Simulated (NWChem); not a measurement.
# C3H2FO (SMILES O=C/[C]=C/F): levels of theory compared

Wanted: a comparison of 5 runs (UHF/STO-3G, UHF/3-21G, UB3LYP/6-31G*, UPBE0/3-21G) of C3H2FO. 

The calculation is run with NWChem 7.3.0.

## (1) Starting point

C3H2FO: 7 atoms, total charge 0, spin state doublet. SMILES: `O=C/[C]=C/F`. The shape is that of a GFN2-xTB optimisation. This is one conformer, not always the lowest.

Bond lengths: O1–C2 1.217 Å, C2–C3 1.387 Å, C3–C4 1.292 Å, C4–F5 1.341 Å, C2–H6 1.114 Å, C4–H7 1.091 Å. Angles: O1–C2–C3 128.6°, C2–C3–C4 160.6°, C3–C4–F5 124.3°, O1–C2–H6 120.2°, C3–C2–H6 111.2°, C3–C4–H7 125.0°, F5–C4–H7 110.8°.

## (2) Energy and gradient at UHF/STO-3G (run 1)

c3h2fo.xyz

```xyz
7

O     -1.775160     0.290780     1.522390
C     -0.821780    -0.297880     1.046580
C     -0.164320    -0.054900    -0.150080
C      0.754570     0.304780    -0.984810
F      0.677940     0.133400    -2.312470
H     -0.367280    -1.158780     1.588840
H      1.696040     0.782590    -0.710460
```

run.py

```python
from ase.io import read
from ase.calculators.nwchem import NWChem

atoms = read('c3h2fo.xyz')

calc = NWChem(
    label='c3h2fo',
    theory='scf',
    memory='2200 mb',
    basis='STO-3G',
    basispar='spherical bse',
    scf={'nopen': '1', 'uhf': None, 'thresh': '1e-08', 'maxiter': '80'},
)
atoms.calc = calc

forces = atoms.get_forces()
print(f"energy = {atoms.get_potential_energy():.6f} eV")
print("forces (eV/A):")
for s, f in zip(atoms.symbols, forces):
    print(f"{s:2s} {f[0]:10.5f} {f[1]:10.5f} {f[2]:10.5f}")
```

Started as:

```console
$ export ASE_NWCHEM_COMMAND="nwchem PREFIX.nwi > PREFIX.nwo"
$ python run.py
```

Standard output:

```text
energy = -7758.732872 eV
forces (eV/A):
O    -5.81388    3.79161    2.61769
C     5.76411   -4.84535   -0.74799
C    -1.65723    0.02767    0.15092
C     2.43175    1.00587   -1.06495
F    -0.31013   -0.38680   -1.41997
H    -0.47329    0.22101    0.00257
H     0.05862    0.18599    0.46172
```

The calculator wrote c3h2fo.nwi:

```
title "c3h2fo"

permanent_dir c3h2fo

scratch_dir c3h2fo

start c3h2fo

geometry units angstrom nocenter noautosym noautoz
  O  -1.7751600000000001e+00 2.9077999999999998e-01 1.5223899999999999e+00
  C  -8.2177999999999995e-01 -2.9787999999999998e-01 1.0465800000000001e+00
  C  -1.6431999999999999e-01 -5.4899999999999997e-02 -1.5007999999999999e-01
  C  7.5456999999999996e-01 3.0478000000000000e-01 -9.8480999999999996e-01
  F  6.7793999999999999e-01 1.3339999999999999e-01 -2.3124699999999998e+00
  H  -3.6728000000000000e-01 -1.1587799999999999e+00 1.5888400000000000e+00
  H  1.6960400000000000e+00 7.8259000000000001e-01 -7.1045999999999998e-01
end

memory 2200 mb

basis spherical bse noprint
   * library STO-3G
end

scf
  nopen 1
  uhf
  thresh 1e-08
  maxiter 80
end

task scf gradient
```

c3h2fo.nwo, shortened:

```text
[...]
      One electron energy =   -675.069605998244
[... 1 line left out ...]
 Nuclear repulsion energy =    141.698501352645
[... 39 lines left out ...]
          Final beta eigenvalues
[... 199 lines left out ...]
                     UHF Final Beta Molecular Orbital Analysis
[...]
  wavefunction    =   UHF
                         UHF ENERGY GRADIENTS
    atom               coordinates                        gradient
                 x          y          z           x          y          z
   1 O      -3.354566   0.549495   2.876900    0.113062  -0.073735  -0.050906
   2 C      -1.552939  -0.562912   1.977749   -0.112094   0.094227   0.014546
   3 C      -0.310520  -0.103746  -0.283610    0.032228  -0.000538  -0.002935
   4 C       1.425931   0.575951  -1.861021   -0.047290  -0.019561   0.020710
   5 F       1.281121   0.252089  -4.369935    0.006031   0.007522   0.027614
   6 H      -0.694059  -2.189777   3.002472    0.009204  -0.004298  -0.000050
   7 H       3.205051   1.478881  -1.342575   -0.001140  -0.003617  -0.008979
[...]
```

It took 5.1 s on 1 thread of Intel Xeon Platinum 8488C (Sapphire Rapids), shared host; peak memory 0.099 GiB.

## (3) Energy and gradient at UHF/3-21G (run 2)

m1.nw

```
start m1
memory 2200 mb
geometry units angstroms noautosym nocenter noautoz
 O    -1.775160    0.290780    1.522390
 C    -0.821780   -0.297880    1.046580
 C    -0.164320   -0.054900   -0.150080
 C     0.754570    0.304780   -0.984810
 F     0.677940    0.133400   -2.312470
 H    -0.367280   -1.158780    1.588840
 H     1.696040    0.782590   -0.710460
end
basis spherical bse
 * library 3-21G
end
scf
 doublet
 uhf
 thresh 1e-08
 maxiter 80
 print medium
end
task scf gradient
```

Started as:

```console
$ nwchem m1.nw > m1.out
```

Standard output:

```text
[...]
  functions       =    49
[...]
  wavefunction    = UHF
[...]
         Total SCF energy =   -287.362393619919
      One electron energy =   -675.059116855621
      Two electron energy =    245.998221883057
 Nuclear repulsion energy =    141.698501352645
                       Sz =      0.5000
                 Sz(Sz+1) =      0.7500
                      S^2 =      1.1436
[...]
                         UHF ENERGY GRADIENTS
    atom               coordinates                        gradient
                 x          y          z           x          y          z
   1 O      -3.354566   0.549495   2.876900    0.052175  -0.036950  -0.020562
   2 C      -1.552939  -0.562912   1.977749   -0.067329   0.060840   0.004690
   3 C      -0.310520  -0.103746  -0.283610    0.011766  -0.007595  -0.001315
   4 C       1.425931   0.575951  -1.861021   -0.028045  -0.014266  -0.009906
   5 F       1.281121   0.252089  -4.369935    0.003713   0.006086   0.021665
   6 H      -0.694059  -2.189777   3.002472    0.012768  -0.013083   0.006487
   7 H       3.205051   1.478881  -1.342575    0.014953   0.004968  -0.001060
[...]
```

It took 5.7 s on 1 thread of Intel Xeon Platinum 8488C (Sapphire Rapids), shared host; peak memory 0.098 GiB.

## (4) Energy and forces at UB3LYP/6-31G(d) (spherical functions) (run 3)

m1.nw

```
start m1
title "C3H2FO"
memory 2200 mb
geometry noautosym nocenter noautoz
 O    -1.775160    0.290780    1.522390
 C    -0.821780   -0.297880    1.046580
 C    -0.164320   -0.054900   -0.150080
 C     0.754570    0.304780   -0.984810
 F     0.677940    0.133400   -2.312470
 H    -0.367280   -1.158780    1.588840
 H     1.696040    0.782590   -0.710460
end
basis spherical bse
 * library 6-31G*
end
dft
 xc b3lyp
 mult 2
 grid xfine
 convergence energy 1e-08
 iterations 100
 mulliken
 print low
end
task dft gradient
```

Started as:

```console
$ nwchem m1.nw > m1.out
```

Standard output:

```text
[...]
 d= 0,ls=0.0,diis     1   -290.2780059825 -4.32D+02  1.71D-02  3.10D-01     3.1
[...]
 d= 0,ls=0.0,diis    16   -290.4454816998 -5.46D-09  3.09D-07  1.04D-10    48.3
[...]
         Total DFT energy =     -290.445481699773
      One electron energy =     -678.077969001090
           Coulomb energy =      281.977453517218
    Exchange-Corr. energy =      -36.043467568546
 Nuclear repulsion energy =      141.698501352645
[...]
      Total Density - Mulliken Population Analysis
     ---------------------------------------------
    Atom       Charge   Shell Charges
 -----------   ------   -------------------------------------------------------
    1 O    8     8.33   2.00  0.93  2.85  0.94  1.58  0.03
    2 C    6     5.90   2.00  0.69  2.02  0.46  0.64  0.09
    3 C    6     5.88   2.00  0.71  1.99  0.51  0.65  0.03
    4 C    6     5.91   2.00  0.68  2.00  0.47  0.70  0.07
    5 F    9     9.27   2.00  0.94  3.31  1.03  1.98  0.02
    6 H    1     0.88   0.53  0.35
    7 H    1     0.83   0.52  0.30
[...]
      <S2> =      0.7707 (Exact =     0.7500)
                         DFT ENERGY GRADIENTS
    atom               coordinates                        gradient
                 x          y          z           x          y          z
   1 O      -3.354566   0.549495   2.876900    0.019630  -0.016346  -0.004949
   2 C      -1.552939  -0.562912   1.977749   -0.015406   0.028141  -0.015266
   3 C      -0.310520  -0.103746  -0.283610    0.003566  -0.008314   0.009488
   4 C       1.425931   0.575951  -1.861021   -0.014942  -0.005895   0.008841
   5 F       1.281121   0.252089  -4.369935    0.002278   0.002843   0.006822
   6 H      -0.694059  -2.189777   3.002472    0.003264   0.000330  -0.001948
   7 H       3.205051   1.478881  -1.342575    0.001610  -0.000759  -0.002988
 Task  times  cpu:       53.7s     wall:       53.7s
 Total times  cpu:       53.7s     wall:       53.7s
```

It took 54 s on 1 thread of Intel Xeon Platinum 8488C (Sapphire Rapids), shared host; peak memory 0.14 GiB.

Run 4 isn't shown in full; the table further down has it.

## (5) Energy and gradient at UB3LYP/6-31G(d) (Cartesian functions) (run 5)

run.py

```python
from ase import Atoms
from ase.calculators.nwchem import NWChem

atoms = Atoms(['O', 'C', 'C', 'C', 'F', 'H', 'H'], positions=[
    [-1.775160, 0.290780, 1.522390],
    [-0.821780, -0.297880, 1.046580],
    [-0.164320, -0.054900, -0.150080],
    [0.754570, 0.304780, -0.984810],
    [0.677940, 0.133400, -2.312470],
    [-0.367280, -1.158780, 1.588840],
    [1.696040, 0.782590, -0.710460],
])

calc = NWChem(
    label='nw',
    theory='dft',
    memory='2200 mb',
    basis='6-31G*',
    dft={'xc': 'b3lyp', 'mult': '2', 'grid': 'xfine', 'convergence': 'energy 1e-08', 'iterations': '100', 'mulliken': None},
)
atoms.calc = calc

forces = atoms.get_forces()
e = atoms.get_potential_energy()
print(f"E = {e:.6f} eV")
print("forces (eV/A):")
for s, f in zip(atoms.symbols, forces):
    print(f"{s:2s} {f[0]:10.5f} {f[1]:10.5f} {f[2]:10.5f}")
```

Started as:

```console
$ export ASE_NWCHEM_COMMAND="nwchem PREFIX.nwi > PREFIX.nwo"
$ python run.py
```

Standard output:

```text
E = -7903.557804 eV
forces (eV/A):
O    -1.00283    0.83828    0.24611
C     0.79504   -1.44758    0.78923
C    -0.18810    0.42876   -0.49982
C     0.76881    0.30586   -0.41832
F    -0.12249   -0.14902   -0.36571
H    -0.16908   -0.01517    0.09971
H    -0.08130    0.03882    0.14882
```

The calculator wrote nw.nwi:

```
title "nw"

permanent_dir nw

scratch_dir nw

start nw

geometry units angstrom nocenter noautosym noautoz
  O  -1.7751600000000001e+00 2.9077999999999998e-01 1.5223899999999999e+00
  C  -8.2177999999999995e-01 -2.9787999999999998e-01 1.0465800000000001e+00
  C  -1.6431999999999999e-01 -5.4899999999999997e-02 -1.5007999999999999e-01
  C  7.5456999999999996e-01 3.0478000000000000e-01 -9.8480999999999996e-01
  F  6.7793999999999999e-01 1.3339999999999999e-01 -2.3124699999999998e+00
  H  -3.6728000000000000e-01 -1.1587799999999999e+00 1.5888400000000000e+00
  H  1.6960400000000000e+00 7.8259000000000001e-01 -7.1045999999999998e-01
end

memory 2200 mb

basis noprint
   * library 6-31G*
end

dft
  xc b3lyp
  mult 2
  grid xfine
  convergence energy 1e-08
  iterations 100
  mulliken
end

task dft gradient
```

nw.nwo, shortened:

```text
[...]
      One electron energy =     -678.045450514633
[... 2 lines left out ...]
 Nuclear repulsion energy =      141.698501352645
[... 1244 lines left out ...]
          Convergence on energy requested:  1.00D-08
[... 25 lines left out ...]
          Spatial weights used:  Erf1
[...]
  wavefunction    = open shell
                         DFT ENERGY GRADIENTS
    atom               coordinates                        gradient
                 x          y          z           x          y          z
   1 O      -3.354566   0.549495   2.876900    0.019502  -0.016302  -0.004786
   2 C      -1.552939  -0.562912   1.977749   -0.015461   0.028151  -0.015348
   3 C      -0.310520  -0.103746  -0.283610    0.003658  -0.008338   0.009720
   4 C       1.425931   0.575951  -1.861021   -0.014951  -0.005948   0.008135
   5 F       1.281121   0.252089  -4.369935    0.002382   0.002898   0.007112
   6 H      -0.694059  -2.189777   3.002472    0.003288   0.000295  -0.001939
   7 H       3.205051   1.478881  -1.342575    0.001581  -0.000755  -0.002894
[...]
```

Run time: 61 s. Hardware: 1 thread of Intel Xeon Platinum 8488C (Sapphire Rapids), shared host; peak memory 0.14 GiB.

## (6) The series

```
run                                level  iteration cap  module  energy (Eh)  dipole moment (D)  HOMO energy (eV)  LUMO energy (eV)  wall time
  1                           UHF/STO-3G             80     scf  -285.128176               1.37             -8.96              6.26      5.1 s
  2                            UHF/3-21G             80     scf  -287.362394               2.50            -11.28              1.59      5.7 s
  3  UB3LYP/6-31G* (spherical functions)            100     dft  -290.445482                  –                 –                 –       54 s
  4                          UPBE0/3-21G            100     dft  -288.538827               2.54             -7.62             -3.83       28 s
  5  UB3LYP/6-31G* (Cartesian functions)            100     dft  -290.450394               2.58             -7.46             -4.17       61 s
```

## (7) What came out

| quantity | value |
| --- | --- |
| run 5: total energy | -290.45039 Eh |
| run 5: dipole moment | 2.58 D |
| run 5: HOMO energy (highest over α and β) | -7.46 eV |
| run 5: LUMO energy (lowest over α and β) | -4.17 eV |
| run 5: ⟨S²⟩ | 0.771 |
| run 5: largest force on an atom | 1.830 eV/Å |

Over runs 1, 2, 4, 5 the dipole moment (its size) runs from 1.37 D (UHF/STO-3G) to 2.58 D (UB3LYP/6-31G*). The two ends differ in method and basis. Totals of different functionals can't be ranked against each other. In run 1 the basis is minimal, so the values are rough. Spin contamination of the reference: run 1 ⟨S²⟩ = 1.35, run 2 ⟨S²⟩ = 1.14. Where it is this large, the reference is a mixture of spin states, and values that rest on it are in doubt. All runs together took 2.6 min, the longest 61 s.
